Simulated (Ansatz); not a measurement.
# CH3FN2: taking an electron away

Aim: the vertical ionisation energy of CH3FN2, as cation minus neutral at the neutral's geometry, on several levels, and how well −ε(HOMO) stands in for it.

Program: Ansatz 0.2.0, Gaussian basis. Level of theory: unrestricted cation, the program's frozen cores in correlated methods. These are calculated values, not measurements.

Levels to be run: UKS PBE-D4/def2-TZVPP; UKS r2SCAN-D4/def2-TZVPP; UKS PBE0-D4/def2-TZVPP; UKS B3LYP-D4/def2-TZVPP; UKS wB97X-V/def2-TZVPP; UKS wB97M-V/def2-TZVPP; UKS B2PLYP/def2-TZVPP; UHF-CCSD(T)/def2-TZVPP; UHF-MP2/def2-QZVPP; extrapolation to the limit; then −ε(HOMO) from the neutral's earlier runs with LDA (SPW92), PBE-D4, revPBE-D4, BLYP-D4, r2SCAN-D4, B97M-V, PBE0-D4, B3LYP-D4, r2SCANh-D4, r2SCAN0-D4, HSE06-D4, BHLYP-D4, CAM-B3LYP-D4, LC-ωPBE, ωB97X-V, ωB97M-V.

## (1) The geometry

An earlier PBE0-D4 in a triple-zeta def2 set relaxation fixed the geometry.

7 atoms, charge 0, spin multiplicity 1.

Atoms are counted from 1 here; the program's logs count them from 0.

Bond lengths: N1–C2 1.252 Å, N1–H5 1.013 Å, C2–N3 1.356 Å, C2–F4 1.350 Å, N3–H6 1.005 Å, N3–H7 1.004 Å. Angles: C2–N1–H5 111.7°, N1–C2–N3 126.2°, N1–C2–F4 124.1°, N3–C2–F4 109.8°, C2–N3–H6 115.5°, C2–N3–H7 117.5°, H6–N3–H7 117.2°.

## (2) Cation, UKS PBE-D4/def2-TZVPP

File in.yaml:

```yaml
crystal:
  periodic: [false, false, false]
  atoms:
    - {symbol: N, position_ang: [-0.840085, 1.050137, -0.309596]}
    - {symbol: C, position_ang: [-0.251216, -0.045466, -0.170390]}
    - {symbol: N, position_ang: [0.778132, -0.298518, 0.674704]}
    - {symbol: F, position_ang: [-0.590149, -1.174770, -0.827919]}
    - {symbol: H, position_ang: [-1.621000, 0.976348, -0.950965]}
    - {symbol: H, position_ang: [1.221157, 0.511583, 1.070846]}
    - {symbol: H, position_ang: [1.364459, -1.087216, 0.467720]}
basis:
  gaussian: {orbitals: def2-TZVPP}
total_charge: 1
magnetization: {spin_polarized: true, initial_magnetization: 1}
hamiltonian: {xc: pbe, dispersion: d4}
```

Launch:

```console
$ ansatz run in.yaml --threads 2 --pin off --events-out ev --progress --plain --max-ram 4352MiB
```

Output:

```text
Functional definition: PBE
  name "PBE"
  cite "Perdew, Burke & Ernzerhof, Phys. Rev. Lett. 77, 3865 (1996) doi:10.1103/PhysRevLett.77.3865"
  parent pbe
  parameter kappa = 0.804
  parameter beta = 0.06672455060314922
  exchange = pbe_x(kappa = kappa, mu = beta*pi^2/3)
  correlation = pbe_c(beta = beta)
823 factors; their error is unknown
mean field evaluation 1: about -6756.6585 eV, gradient 5.9e1 eV
mean field evaluation 2: about -6746.3844 eV, gradient 8.0e1 eV
mean field evaluation 4: about -6768.0571 eV, gradient 1.0e1 eV
mean field evaluation 8: about -6768.4979 eV, gradient 8.9e-2 eV
mean field evaluation 16: about -6768.4892 eV, gradient 5.2e-4 eV
mean field evaluation 32: about -6768.4511 eV, gradient 2.0e0 eV
mean field -6768.48916130 eV, -248.7373888309 hartree, gradient 1.7e-5 eV, S^2 0.760196; 3 other end points of the search recorded, 0 dependent functions left out
reference -6768.48918739 eV, -248.7373897897 hartree; 16, 15 occupied and 150, 151 virtual orbitals, 823 factors
Total energy: -6768.56358653 eV, -248.7401239079 hartree
```

Run time: 4.2 s. Hardware: 2 threads of Arm Neoverse V1, shared host.

The neutral molecule at this level: -6778.4791 eV. Difference: 9.915 eV. ⟨S²⟩ = 0.760.

## (3) Cation, UKS r2SCAN-D4/def2-TZVPP

Changes to in.yaml since step 2:

```diff
@@ -14,2 +14,2 @@
 magnetization: {spin_polarized: true, initial_magnetization: 1}
-hamiltonian: {xc: pbe, dispersion: d4}
+hamiltonian: {xc: r2scan, dispersion: d4}
```

Launched as before.

Output:

```text
Functional definition: r2SCAN
  name "r2SCAN"
  cite "Furness, Kaplan, Ning, Perdew & Sun, J. Phys. Chem. Lett. 11, 8208 (2020) doi:10.1021/acs.jpclett.0c02405"
  cite "Furness, Kaplan, Ning, Perdew & Sun, J. Phys. Chem. Lett. 11, 9248 (2020) doi:10.1021/acs.jpclett.0c03077"
  parent r2scan
  parameter k0 = 0.174
  parameter k1 = 0.065
  parameter a1 = 4.9479
  exchange = r2scan_x(k0 = k0, k1 = k1, a1 = a1)
  correlation = r2scan_c
823 factors; their error is unknown
mean field evaluation 1: about -6762.6025 eV, gradient 5.5e1 eV
mean field evaluation 2: about -6758.9715 eV, gradient 6.5e1 eV
mean field evaluation 4: about -6772.3670 eV, gradient 5.1e0 eV
mean field evaluation 8: about -6772.4830 eV, gradient 1.1e-1 eV
mean field evaluation 16: about -6772.4748 eV, gradient 1.6e-3 eV
mean field evaluation 32: about -6772.4402 eV, gradient 2.1e0 eV
mean field -6772.47478439 eV, -248.8838577780 hartree, gradient 1.6e-5 eV, S^2 0.777604; 3 other end points of the search recorded, 0 dependent functions left out
reference -6772.47479224 eV, -248.8838580667 hartree; 16, 15 occupied and 150, 151 virtual orbitals, 823 factors
Total energy: -6772.49241653 eV, -248.8845057472 hartree
```

Run time: 9 s. Hardware: 2 threads of Arm Neoverse V1, shared host.

The neutral molecule at this level: -6782.3725 eV. Difference: 9.880 eV. ⟨S²⟩ = 0.778.

## (4) Cation, UKS PBE0-D4/def2-TZVPP

Changes to in.yaml since step 3:

```diff
@@ -14,2 +14,2 @@
 magnetization: {spin_polarized: true, initial_magnetization: 1}
-hamiltonian: {xc: r2scan, dispersion: d4}
+hamiltonian: {xc: pbe0, dispersion: d4}
```

Same command.

Output:

```text
Functional definition: PBE0
  name "PBE0"
  cite "Adamo & Barone, J. Chem. Phys. 110, 6158 (1999) doi:10.1063/1.478522"
  cite "Perdew, Burke & Ernzerhof, Phys. Rev. Lett. 77, 3865 (1996) doi:10.1103/PhysRevLett.77.3865"
  parent pbe
  parameter a = 0.25
  parameter kappa = 0.804
  parameter beta = 0.06672455060314922
  exchange = (1 - a)*pbe_x(kappa = kappa, mu = beta*pi^2/3) + a*exact_x
  correlation = pbe_c(beta = beta)
823 factors; their error is unknown
mean field evaluation 1: about -6760.4472 eV, gradient 5.0e1 eV
mean field evaluation 2: about -6759.7032 eV, gradient 5.3e1 eV
mean field evaluation 4: about -6768.4179 eV, gradient 2.3e0 eV
mean field evaluation 8: about -6768.4430 eV, gradient 7.2e-2 eV
mean field evaluation 16: about -6768.4675 eV, gradient 8.2e-4 eV
mean field -6768.46747887 eV, -248.7365920165 hartree, gradient 1.9e-5 eV, S^2 0.779830; 2 other end points of the search recorded, 0 dependent functions left out
reference -6768.46749846 eV, -248.7365927365 hartree; 16, 15 occupied and 150, 151 virtual orbitals, 823 factors
Total energy: -6768.52834515 eV, -248.7388288110 hartree
```

Wall time 4.6 s (2 threads of Arm Neoverse V1, shared host).

The neutral molecule at this level: -6778.5144 eV. Difference: 9.986 eV. ⟨S²⟩ = 0.780.

## (5) Cation, UKS B3LYP-D4/def2-TZVPP

Changes to in.yaml since step 4:

```diff
@@ -14,2 +14,2 @@
 magnetization: {spin_polarized: true, initial_magnetization: 1}
-hamiltonian: {xc: pbe0, dispersion: d4}
+hamiltonian: {xc: {name: B3LYP}, dispersion: d4}
```

Launched as before.

Output (excerpt; [...] marks lines left out):

```text
Functional definition: B3LYP
  name "B3LYP"
  cite "Stephens, Devlin, Chabalowski & Frisch, J. Phys. Chem. 98, 11623 (1994) doi:10.1021/j100096a001"
  cite "Becke, Phys. Rev. A 38, 3098 (1988) doi:10.1103/PhysRevA.38.3098"
  cite "Lee, Yang & Parr, Phys. Rev. B 37, 785 (1988) doi:10.1103/PhysRevB.37.785"
  cite "Vosko, Wilk & Nusair, Can. J. Phys. 58, 1200 (1980) doi:10.1139/p80-159"
[...]
823 factors; their error is unknown
[...]
mean field -6775.71245524 eV, -249.0028399872 hartree, gradient 3.2e-5 eV, S^2 0.772653; 2 other end points of the search recorded, 0 dependent functions left out
reference -6775.71263626 eV, -249.0028466397 hartree; 16, 15 occupied and 150, 151 virtual orbitals, 823 factors
Total energy: -6775.83223656 eV, -249.0072418697 hartree
```

Wall time 4.5 s (2 threads of Arm Neoverse V1, shared host).

Less the neutral's -6785.8928 eV (earlier run), this gives 10.061 eV. ⟨S²⟩ = 0.773.

## (6) Cation, UKS wB97X-V/def2-TZVPP

Changes to in.yaml since step 5:

```diff
@@ -14,2 +14,2 @@
 magnetization: {spin_polarized: true, initial_magnetization: 1}
-hamiltonian: {xc: {name: B3LYP}, dispersion: d4}
+hamiltonian: {xc: {name: wB97X-V}}
```

Launched as before.

Output (excerpt; [...] marks lines left out):

```text
Functional definition: wB97X-V
  name "wB97X-V"
  cite "Mardirossian & Head-Gordon, Phys. Chem. Chem. Phys. 16, 9904 (2014) doi:10.1039/C3CP54374A"
  cite "Becke, J. Chem. Phys. 107, 8554 (1997) doi:10.1063/1.475007"
  cite "Vydrov & Van Voorhis, J. Chem. Phys. 133, 244103 (2010) doi:10.1063/1.3521275"
[...]
      + integral(e_c_pw_opposite_spin*poly(b97_u_opposite, cos0, cos1)) + vv10(b, c)
823 factors; their error is unknown
189 factors; integrals over basis functions are off by at most 7.2e-6 eV
[...]
mean field -6773.35883806 eV, -248.9163461510 hartree, gradient 4.3e-5 eV, S^2 0.781787; 2 other end points of the search recorded, 0 dependent functions left out
reference -6773.35883684 eV, -248.9163461065 hartree; 16, 15 occupied and 150, 151 virtual orbitals, 823 factors
Total energy: -6773.35883684 eV, -248.9163461065 hartree
```

Wall time 24 s (2 threads of Arm Neoverse V1, shared host); peak memory 0.58 GiB.

The neutral molecule at this level: -6783.4322 eV. Difference: 10.073 eV. ⟨S²⟩ = 0.782.

## (7) Cation, UKS wB97M-V/def2-TZVPP

Changes to in.yaml since step 6:

```diff
@@ -14,2 +14,2 @@
 magnetization: {spin_polarized: true, initial_magnetization: 1}
-hamiltonian: {xc: {name: wB97X-V}}
+hamiltonian: {xc: {name: wB97M-V}}
```

Launched as before.

Output (excerpt; [...] marks lines left out):

```text
Functional definition: wB97M-V
  name "wB97M-V"
  cite "Mardirossian & Head-Gordon, J. Chem. Phys. 144, 214110 (2016) doi:10.1063/1.4952647"
  cite "Becke, J. Chem. Phys. 107, 8554 (1997) doi:10.1063/1.475007"
  cite "Vydrov & Van Voorhis, J. Chem. Phys. 133, 244103 (2010) doi:10.1063/1.3521275"
  # Of w^i u^j: cxij and so on, Table III.
[...]
  gx(w, u) = 1 - cx + cx01*u + cx10*w
  gss(w, u) = css00 + css04*u^4 + css10*w + css20*w^2 + css43*w^4*u^3
  gos(w, u) = cos00 + cos10*w + (cos20 + cos21*u)*w^2 + (cos60 + cos61*u)*w^6
[...]
      + integral(e_c_pw_mod_opposite_spin*gos(b97_w_opposite, b97_u_opposite)) + vv10(b, c)
823 factors; their error is unknown
189 factors; integrals over basis functions are off by at most 7.2e-6 eV
[...]
mean field -6773.52108100 eV, -248.9223084693 hartree, gradient 4.3e-5 eV, S^2 0.776638; 2 other end points of the search recorded, 0 dependent functions left out
reference -6773.52111169 eV, -248.9223095970 hartree; 16, 15 occupied and 150, 151 virtual orbitals, 823 factors
Total energy: -6773.52111169 eV, -248.9223095970 hartree
```

It took 27 s on 2 threads of Arm Neoverse V1, shared host; peak memory 0.61 GiB.

The neutral molecule at this level: -6783.5834 eV. Difference: 10.062 eV. ⟨S²⟩ = 0.777.

## (8) Cation, UKS B2PLYP (frozen core)/def2-TZVPP

Changes to in.yaml since step 7:

```diff
@@ -14,2 +14,2 @@
 magnetization: {spin_polarized: true, initial_magnetization: 1}
-hamiltonian: {xc: {name: wB97M-V}}
+hamiltonian: {xc: {name: B2PLYP}}
```

Launched as before.

Output (excerpt; [...] marks lines left out):

```text
Functional definition: B2PLYP
  name "B2PLYP"
  cite "Grimme, J. Chem. Phys. 124, 034108 (2006) doi:10.1063/1.2148954"
  cite "Becke, Phys. Rev. A 38, 3098 (1988) doi:10.1103/PhysRevA.38.3098"
  cite "Lee, Yang & Parr, Phys. Rev. B 37, 785 (1988) doi:10.1103/PhysRevB.37.785"
[...]
1028 factors; integrals over basis functions are off by at most 8.9e-4 eV
[...]
mean field -6764.18703921 eV, -248.5792887605 hartree, gradient 5.6e-6 eV, S^2 0.814306; 2 other end points of the search recorded, 0 dependent functions left out
4 core orbitals not correlated: weight in the atoms' cores, before any rotation towards them, 1.000 or more for the frozen orbitals, at most 0.000 for the correlated occupied ones
reference -6764.18715472 eV, -248.5792930054 hartree; 12, 11 occupied and 150, 151 virtual orbitals, 1028 factors
second order -25.03437981 eV of doubles, -0.00000000 eV of singles
Total energy: -6770.94643727 eV, -248.8276920574 hartree
```

Run time: 7 s. Hardware: 2 threads of Arm Neoverse V1, shared host.

Less the neutral's -6781.0290 eV (earlier run), this gives 10.083 eV. ⟨S²⟩ = 0.814.

## (9) Cation, UHF-CCSD(T)/def2-TZVPP

Changes to in.yaml since step 8:

```diff
@@ -14,2 +14,3 @@
 magnetization: {spin_polarized: true, initial_magnetization: 1}
-hamiltonian: {xc: {name: B2PLYP}}
+correlation: {method: ccsd_t}
+scf: {omitted_lower_state_checks: [cluster_reference]}
```

Launched as before.

Output (excerpt; [...] marks lines left out):

```text
Functional definition: HF
  name "HF"
  cite "Fock, Z. Phys. 61, 126 (1930) doi:10.1007/BF01340294"
  parent pbe
[...]
1028 factors; integrals over basis functions are off by at most 8.9e-4 eV
[...]
mean field -6741.27836666 eV, -247.7374105722 hartree, gradient 1.9e-6 eV, S^2 0.925337; 2 other end points of the search recorded, 0 dependent functions left out
4 core orbitals not correlated: weight in the atoms' cores, before any rotation towards them, 1.000 or more for the frozen orbitals, at most 0.000 for the correlated occupied ones
reference -6741.27836666 eV, -247.7374105722 hartree; 12, 11 occupied and 150, 151 virtual orbitals, 1028 factors
second order -20.44857736 eV of doubles, -0.00000000 eV of singles
cycle   1  -20.56134403 eV  change   -1.1e-1 eV  update   1.1e-1
[...]
cycle  17  -21.31148316 eV  change   -2.6e-6 eV  update   1.3e-5
perturbative correction -0.83924394 eV, -0.0308416458 hartree
Total energy: -6763.42909375 eV, -248.5514347786 hartree
Checks for a lower state left out: cluster_reference
```

It took 2.9 min on 2 threads of Arm Neoverse V1, shared host; peak memory 3.7 GiB.

The neutral molecule at this level: -6773.5141 eV. Difference: 10.085 eV. ⟨S²⟩ = 0.925. T1 = 0.026 (report).

## (10) Cation, UHF-MP2/def2-QZVPP

Changes to in.yaml since step 9:

```diff
@@ -11,6 +11,6 @@
 basis:
-  gaussian: {orbitals: def2-TZVPP}
+  gaussian: {orbitals: "def2-QZVPP.json"}
 total_charge: 1
 magnetization: {spin_polarized: true, initial_magnetization: 1}
-correlation: {method: ccsd_t}
+correlation: {method: mp2}
 scf: {omitted_lower_state_checks: [cluster_reference]}
```

The command is unchanged.

Output (excerpt; [...] marks lines left out):

```text
Functional definition: HF
  name "HF"
  cite "Fock, Z. Phys. 61, 126 (1930) doi:10.1007/BF01340294"
  parent pbe
[...]
1954 factors; integrals over basis functions are off by at most 8.7e-4 eV
[...]
mean field -6741.56734186 eV, -247.7480302148 hartree, gradient 2.2e-6 eV, S^2 0.926208; 2 other end points of the search recorded, 0 dependent functions left out
4 core orbitals not correlated: weight in the atoms' cores, before any rotation towards them, 1.000 or more for the frozen orbitals, at most 0.000 for the correlated occupied ones
reference -6741.56734186 eV, -247.7480302148 hartree; 12, 11 occupied and 302, 303 virtual orbitals, 1954 factors
second order -22.08476770 eV of doubles, -0.00000000 eV of singles
Total energy: -6763.65210956 eV, -248.5596304582 hartree
Checks for a lower state left out: cluster_reference
```

Run time: 27 s. Hardware: 2 threads of Arm Neoverse V1, shared host; peak memory 1.2 GiB.

Less the neutral's -6774.3364 eV (earlier run), this gives 10.684 eV. ⟨S²⟩ = 0.926.

## (11) From triple and quadruple zeta to the limit

This step is arithmetic on the last runs, with X = 3 and 4: exp(−7.88√X) for Hartree-Fock, X^−2.97 for correlation; only MP2 was run in the larger set, so CCSD(T) minus MP2 is added from the smaller one.

```csv
level,energy at the limit (eV)
HF,-6741.6071
MP2,-6764.9039
CCSD,-6765.7668
CCSD(T),-6766.6061
```

The neutral's limit, from its own earlier runs, is -6776.8999 eV in the additive form (MP2 limit plus CCSD(T) minus MP2 in triple zeta), in which the cation has -6766.6061 eV.

## (12) Ionisation energies side by side

Differences are taken before rounding.

```csv
method,ionisation energy (eV),from CCSD(T)/CBS (eV),time
PBE-D4,9.92,-0.38,5.9 s
r2SCAN-D4,9.88,-0.41,13 s
PBE0-D4,9.99,-0.31,6.4 s
B3LYP-D4,10.06,-0.23,7.1 s
ωB97X-V,10.07,-0.22,29 s
ωB97M-V,10.06,-0.23,34 s
B2PLYP,10.08,-0.21,10 s
HF/def2-TZVPP,8.81,-1.49,
MP2/def2-TZVPP,10.56,+0.27,
CCSD/def2-TZVPP,10.03,-0.26,
CCSD(T)/def2-TZVPP,10.08,-0.21,3.6 min
CCSD(T)/CBS,10.29,0,4.2 min
```

Among the levels timed on like hardware and quicker than the yardstick, those that no quicker one beats, quickest first: PBE-D4 (5.9 s, -0.38 eV); PBE0-D4 (6.4 s, -0.31 eV); B3LYP-D4 (7.1 s, -0.23 eV); B2PLYP (10 s, -0.21 eV); CCSD(T)/def2-TZVPP (3.6 min, -0.21 eV).

Times add the cation's run and the neutral's; HF, MP2 and CCSD come out of the CCSD(T) runs.

For comparison, −ε(HOMO) of the neutral from earlier runs:

```csv
functional,−ε(HOMO) (eV),by energy difference (eV)
LDA (SPW92),6.38,
PBE-D4,6.17,9.92
revPBE-D4,6.10,
BLYP-D4,6.06,
r2SCAN-D4,6.45,9.88
B97M-V,6.49,
PBE0-D4,7.54,9.99
B3LYP-D4,7.31,10.06
r2SCANh-D4,6.96,
r2SCAN0-D4,7.73,
HSE06-D4,7.13,
BHLYP-D4,8.80,
CAM-B3LYP-D4,8.96,
LC-ωPBE,10.33,
ωB97X-V,9.94,10.07
ωB97M-V,9.84,10.06
```

## (13) Outcome

| quantity | value |
| --- | --- |
| ionisation energy, CCSD(T)/CBS | 10.29 eV |
| nearest functional by difference | B2PLYP (-0.21 eV) |
| nearest −ε(HOMO) | LC-ωPBE (+0.04 eV) |
| −ε(HOMO) of PBE | 6.17 eV |
| T1 of the cation | 0.026 |

**Reading.** Energy differences with functionals land within 0.41 eV of the reference. −ε(HOMO) of PBE misses by 4.1 eV, since self-interaction lifts the level. Among orbital estimates LC-ωPBE comes nearest. Hartree-Fock falls 1.49 eV short, as the neutral has more correlation energy than the cation. The cation may have settled in a state other than its lowest; no search over hole states beyond the program's own was made.

CCSD(T)/def2-TZVPP reaches 0.21 eV from the reference in 3.6 min, where CCSD(T)/CBS took 4.2 min; the quickest level in the cost chart, PBE-D4, takes 5.9 s and misses by 0.38 eV.
